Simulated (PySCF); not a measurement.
**Potential energy of NO along the bond**

Set-up: PySCF, no relativity, basis sets N pcseg-1, O pcseg-1. Energies in eV from N + O in their ground configurations at the same level. State: ²Π (doublet), unpaired electrons π ↑.

All columns are PBE0. A positive dipole means N(−)O(+).

```csv
R (Å),E (eV),μ (D),Mulliken charge on N (basis-dependent),HOMO (eV),LUMO (eV),Mayer bond order,⟨S²⟩
0.988,-4.282,0.46,-0.03,-4.14,-0.57,2.16,0.75
1.034,-5.488,0.33,0.02,-4.83,-1.24,2.16,0.75
1.080,-6.157,0.19,0.06,-5.47,-1.86,2.16,0.75
1.115,-6.394,0.10,0.08,-5.90,-2.29,2.15,0.75
1.149,-6.457,0.00,0.11,-6.31,-2.70,2.15,0.75
1.183,-6.385,-0.09,0.13,-6.68,-3.07,2.16,0.75
1.229,-6.131,-0.21,0.15,-7.14,-3.53,2.16,0.75
1.287,-5.636,-0.36,0.17,-7.64,-4.06,2.16,0.76
1.356,-4.890,-0.52,0.19,-8.15,-4.60,2.16,0.77
1.448,-3.840,-0.63,0.19,-8.59,-4.93,1.92,1.00
```

A fit through these points gives, at Re = 1.146 Å, μ = 0.01 D and dμ/dR = -2.73 D/Å; the reduced mass is 7.466 u.

Q: How strong is the fundamental in the double-harmonic approximation, I = 42.26·(dμ/dR)²/μred km/mol?

A: I = 42.26·(-2.73)²/7.466 = 42.2 km/mol at PBE0.

⟨S²⟩ of the unrestricted solution departs from its pure value on part of the curve, where spin states mix. The state is the lowest determinant that a PBE0 search found; another state may lie lower at other levels.
